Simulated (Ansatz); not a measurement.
# How methods differ on SiNH2Cl (SMILES N[Si]Cl)

The species is SiNH2Cl (5 atoms), meant as a singlet with charge 0. As SMILES, `N[Si]Cl`. Geometry: relaxed at PBE0-D4/def2-TZVP. This is one conformer, not always the lowest.

Quantity: the vertical energy of the triplet above the singlet, in eV. The values are calculated.

| level | kind | program | value (eV) | less FCI/STO-3G | CPU time (all runs) |
| --- | --- | --- | --- | --- | --- |
| revPBE/STO-3G | GGA | Ansatz | 4.00 | +0.16 | 4.6 s |
| B3LYP/STO-3G | global hybrid | Ansatz | 4.00 | +0.16 | 4.7 s |
| PBE0/STO-3G | global hybrid | Ansatz | 3.86 | +0.02 | 4.2 s |
| wB97M-V/STO-3G | range-separated hybrid | Ansatz | 4.21 | +0.37 | 66 s |
| B2PLYP/STO-3G | double hybrid | Ansatz | 3.94 | +0.10 | 5.4 s |
| MP2/STO-3G | perturbation theory | Ansatz | 3.71 | -0.13 | 0.58 s |
| CCSDT(Q)/STO-3G | coupled cluster or CI | Ansatz | 3.84 | 0.00 | 3.1 s |
| CCSDT/STO-3G | coupled cluster or CI | Ansatz | 3.84 | 0.00 | 2 s |
| FCI/STO-3G | exact in the basis | Ansatz | 3.84 | 0.00 | 39 s |

FCI/STO-3G is exact within its basis and frozen core, so for wave-function methods in that basis the difference is their error; functionals converge differently with the basis, so for them it is only a difference. The values span 3.71 to 4.21 eV. All rows use very small basis sets, so even the best lies far from the true value. Times are those of the runs behind each value, whatever else they computed, on shared processors of several kinds: orders of magnitude only.
